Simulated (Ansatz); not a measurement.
# Molecular dynamics of H₆OSi₂

Input:

```yaml
crystal:
  periodic: [false, false, false]
  atoms:
    - { symbol: Si, position_ang: [-0.098853, 0.021026, 0.003244] }
    - { symbol: H, position_ang: [-0.021606, -0.097752, 1.502785] }
    - { symbol: O, position_ang: [1.40196, -0.251195, -0.685612] }
    - { symbol: Si, position_ang: [2.562056, -1.437447, -0.9067] }
    - { symbol: H, position_ang: [1.958419, -2.653171, -1.561093] }
    - { symbol: H, position_ang: [3.63533, -0.874304, -1.790623] }
    - { symbol: H, position_ang: [3.160052, -1.843649, 0.414803] }
    - { symbol: H, position_ang: [-0.531431, 1.409032, -0.368059] }
    - { symbol: H, position_ang: [-1.105828, -0.97484, -0.511746] }
basis:
  gaussian: { orbitals: def2-SVP }
hamiltonian:
  xc: pbe
  dispersion: d4
md:
  timestep: 0.25
  n_steps: 100
  ensemble: nve
  temperature: 1500.0
  initial_velocities: maxwell_boltzmann
  seed: 204535
```

Run as:

```bash
$ ansatz run input.yaml --threads 1 --pin off --max-ram 2048MiB --backend cpu --events-out ev --progress --plain --runs-dir out
```

It starts from a relaxed structure.

Output, in part (one step line in 4, the closing report, with atoms numbered from 0):

```
md step     0: t =     0.00 fs  T =  1500.0 K  F+E_penalty+E_count = -17884.23412231 eV  E_kin = 1.357230 eV  conserved = -17882.87689232 eV  (21 SCF iters)
md step     4: t =     1.00 fs  T =  1436.5 K  F+E_penalty+E_count = -17884.17659976 eV  E_kin = 1.299813 eV  conserved = -17882.87678685 eV  (26 SCF iters)
md step     8: t =     2.00 fs  T =  1272.0 K  F+E_penalty+E_count = -17884.02749207 eV  E_kin = 1.150950 eV  conserved = -17882.87654243 eV  (26 SCF iters)
md step    12: t =     3.00 fs  T =  1069.9 K  F+E_penalty+E_count = -17883.84441473 eV  E_kin = 0.968082 eV  conserved = -17882.87633271 eV  (26 SCF iters)
md step    16: t =     4.00 fs  T =   885.7 K  F+E_penalty+E_count = -17883.67768466 eV  E_kin = 0.801388 eV  conserved = -17882.87629636 eV  (24 SCF iters)
md step    20: t =     5.00 fs  T =   731.9 K  F+E_penalty+E_count = -17883.53859117 eV  E_kin = 0.662206 eV  conserved = -17882.87638537 eV  (26 SCF iters)
md step    24: t =     6.00 fs  T =   588.1 K  F+E_penalty+E_count = -17883.40858764 eV  E_kin = 0.532142 eV  conserved = -17882.87644566 eV  (26 SCF iters)
md step    28: t =     7.00 fs  T =   439.0 K  F+E_penalty+E_count = -17883.27365379 eV  E_kin = 0.397258 eV  conserved = -17882.87639555 eV  (28 SCF iters)
md step    32: t =     8.00 fs  T =   296.3 K  F+E_penalty+E_count = -17883.14436934 eV  E_kin = 0.268099 eV  conserved = -17882.87627024 eV  (27 SCF iters)
md step    36: t =     9.00 fs  T =   191.7 K  F+E_penalty+E_count = -17883.04960452 eV  E_kin = 0.173458 eV  conserved = -17882.87614681 eV  (22 SCF iters)
md step    40: t =    10.00 fs  T =   157.9 K  F+E_penalty+E_count = -17883.01892692 eV  E_kin = 0.142846 eV  conserved = -17882.87608062 eV  (21 SCF iters)
md step    44: t =    11.00 fs  T =   212.7 K  F+E_penalty+E_count = -17883.06852265 eV  E_kin = 0.192428 eV  conserved = -17882.87609431 eV  (21 SCF iters)
md step    48: t =    12.00 fs  T =   352.2 K  F+E_penalty+E_count = -17883.19486261 eV  E_kin = 0.318676 eV  conserved = -17882.87618696 eV  (28 SCF iters)
md step    52: t =    13.00 fs  T =   551.0 K  F+E_penalty+E_count = -17883.37491742 eV  E_kin = 0.498583 eV  conserved = -17882.87633470 eV  (26 SCF iters)
md step    56: t =    14.00 fs  T =   768.9 K  F+E_penalty+E_count = -17883.57218622 eV  E_kin = 0.695697 eV  conserved = -17882.87648946 eV  (26 SCF iters)
md step    60: t =    15.00 fs  T =   963.6 K  F+E_penalty+E_count = -17883.74845411 eV  E_kin = 0.871860 eV  conserved = -17882.87659419 eV  (26 SCF iters)
md step    64: t =    16.00 fs  T =  1106.4 K  F+E_penalty+E_count = -17883.87770994 eV  E_kin = 1.001096 eV  conserved = -17882.87661396 eV  (26 SCF iters)
md step    68: t =    17.00 fs  T =  1190.9 K  F+E_penalty+E_count = -17883.95408528 eV  E_kin = 1.077517 eV  conserved = -17882.87656843 eV  (26 SCF iters)
md step    72: t =    18.00 fs  T =  1228.3 K  F+E_penalty+E_count = -17883.98793691 eV  E_kin = 1.111424 eV  conserved = -17882.87651290 eV  (26 SCF iters)
md step    76: t =    19.00 fs  T =  1233.5 K  F+E_penalty+E_count = -17883.99263024 eV  E_kin = 1.116124 eV  conserved = -17882.87650609 eV  (26 SCF iters)
md step    80: t =    20.00 fs  T =  1209.3 K  F+E_penalty+E_count = -17883.97075213 eV  E_kin = 1.094193 eV  conserved = -17882.87655951 eV  (26 SCF iters)
md step    84: t =    21.00 fs  T =  1143.8 K  F+E_penalty+E_count = -17883.91151141 eV  E_kin = 1.034902 eV  conserved = -17882.87660910 eV  (26 SCF iters)
md step    88: t =    22.00 fs  T =  1025.7 K  F+E_penalty+E_count = -17883.80464658 eV  E_kin = 0.928066 eV  conserved = -17882.87658101 eV  (26 SCF iters)
md step    92: t =    23.00 fs  T =   863.2 K  F+E_penalty+E_count = -17883.65751266 eV  E_kin = 0.781046 eV  conserved = -17882.87646703 eV  (26 SCF iters)
md step    96: t =    24.00 fs  T =   687.0 K  F+E_penalty+E_count = -17883.49790631 eV  E_kin = 0.621591 eV  conserved = -17882.87631538 eV  (28 SCF iters)
md step   100: t =    25.00 fs  T =   537.4 K  F+E_penalty+E_count = -17883.36240442 eV  E_kin = 0.486214 eV  conserved = -17882.87619065 eV  (25 SCF iters)
Total energy: -17883.36244262 eV, -657.2014479879 hartree
Atom 0 at    -0.034872    -0.001523     0.024042 Å, force    -3.699364     0.257295     0.205849 eV/Å
Atom 1 at     0.049234    -0.607999     1.480404 Å, force     0.072699     0.853664    -0.780412 eV/Å
Atom 2 at     1.344940    -0.173649    -0.801167 Å, force     2.522752    -0.932776    -0.696484 eV/Å
Atom 3 at     2.558677    -1.452835    -0.875051 Å, force    -2.010181     1.101835     0.197319 eV/Å
Atom 4 at     1.724617    -2.651450    -1.437053 Å, force     0.980476     0.557887    -0.054315 eV/Å
Atom 5 at     3.721856    -0.766689    -1.580584 Å, force    -0.291021    -0.631030    -0.016190 eV/Å
Atom 6 at     2.884062    -1.793281     0.554509 Å, force     0.262934    -0.068950    -0.072042 eV/Å
Atom 7 at    -0.844202     1.381570    -0.334971 Å, force     1.466732    -0.839186     0.939098 eV/Å
Atom 8 at    -1.224094    -0.770626    -0.623420 Å, force     0.694973    -0.298739     0.277178 eV/Å
Dipole moment:     0.382952    -0.209693     0.019143 e Å
```

All steps were run. The conserved energy stayed within 0.091 meV per atom of its start (net change 0.078 meV per atom), so the integration is sound. A run of 0.025 ps of so small a system gives no equilibrium averages.

The same pairs are bonded in the first frame and the last. Pairs count as bonded within 1.25 times the sum of covalent radii (0.12 Å more for H–H).

Last frame:

```xyz
9
Properties=species:S:1:pos:R:3
Si -0.035 -0.002 0.024
H 0.049 -0.608 1.480
O 1.345 -0.174 -0.801
Si 2.559 -1.453 -0.875
H 1.725 -2.651 -1.437
H 3.722 -0.767 -1.581
H 2.884 -1.793 0.554
H -0.844 1.382 -0.335
H -1.224 -0.771 -0.623
```

Time of the run: 3.4 min on 1 thread of Arm Neoverse V1, with other jobs on the host, peak memory 0.14 GiB.
